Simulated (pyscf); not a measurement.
HO–B(F)–F (SMILES OB(F)F) + BH₃ (SMILES B) → HO–B(F)–F (SMILES OB(F)F) + BH₃ (SMILES B) (four-centre exchange; singlet surface; H–O, B–H broken, H–O, B–H formed). PySCF, gas phase, ωB97X-D3(BJ)/def2-SVP geometries. MP2 and CC: frozen core, UHF for open shells. ΔMP2 is the change of the MP2 total energy from the triple- to the quadruple-zeta basis. Energies in kJ/mol from the separated reactants.

```tsv
level	barrier	reaction energy
ωB97X-D3(BJ)/def2-TZVP	313.3	0.0
r²SCAN/def2-TZVP	289.7	0.0
B3LYP-D3(BJ)/def2-TZVP	299.2	0.0
M06-2X/def2-TZVP	?	0.0
ωB97M-D3(BJ)/def2-TZVP	312.8	0.0
MP2/def2-QZVPP	315.1	0.0
CCSD(T)/def2-TZVPP + ΔMP2(QZVPP)	?	0.0
```

Task: Fill in the missing entries.

Result: 
- M06-2X/def2-TZVP, barrier: 318.8
- CCSD(T)/def2-TZVPP + ΔMP2(QZVPP), barrier: 322.6

Of the functionals in the table, M06-2X is closest to CCSD(T)/def2-TZVPP + ΔMP2(QZVPP) in the barrier (3.8 kJ/mol apart) and r²SCAN least close (32.9 kJ/mol); that level has limits of its own. The same reactants have a lower exit, to H₂B–O–B(F)–F + H₂ (barrier +54.1 kJ/mol at ωB97M-D3(BJ)/def2-TZVP, against +312.8 kJ/mol here). This is the saddle that the search found; another between the same sides may lie lower. The CCSD(T) − MP2 part came from Ansatz, without density fitting, on the same reference.
